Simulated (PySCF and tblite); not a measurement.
Values are calculated unless marked as measured or tabulated.
C₅H₈, numbered as in [CH2:1]=[CH:2][CH2:3][CH:4]=[CH2:5].

Search: ETKDG and KDG, MMFF94s, GFN2-xTB, 90 starts; geometries at PBE0-D3(BJ)/def2-SVP. Weights use TPSS-D3(BJ)/def2-TZVP (IEF-PCM, chloroform) energies plus GFN2-xTB zero-point and thermal terms (modes under about 100 cm⁻¹ blended into free rotors). Symmetry numbers and mirror images are counted. Conformers within 3 kcal/mol (GFN2-xTB free energy) were kept, 4 at most. Codes: tblite and PySCF.

Rotational constants are equilibrium values for the commonest isotopes; dipoles come from the energy level named and are polarised by its solvent model.

Torsions listed: C1–C2–C3–C4, C2–C3–C4–C5. Of a mirror pair one member is shown.

| conformer | shape | symmetry | weight % |
| --- | --- | --- | --- |
| 1 | 117°, -12° | C1 (pair) | 47.5 |
| 2 | 118°, 117° | C2 (pair) | 32.7 |
| 3 | 121°, -121° | Cs | 19.8 |

Sets of constants, in random order:

| set | A (MHz) | B (MHz) | C (MHz) | abs μa (D) | abs μb (D) | abs μc (D) |
| --- | --- | --- | --- | --- | --- | --- |
| P | 11073 | 3147 | 2679 | 0.04 | 0.56 | 0.04 |
| Q | 19777 | 2353 | 2336 | 0.00 | 0.18 | 0.00 |
| R | 14446 | 2541 | 2431 | 0.00 | 0.40 | 0.12 |

(1) Match each set to its conformer.

## Answers

(1) P is conformer 1, Q is conformer 2, R is conformer 3.
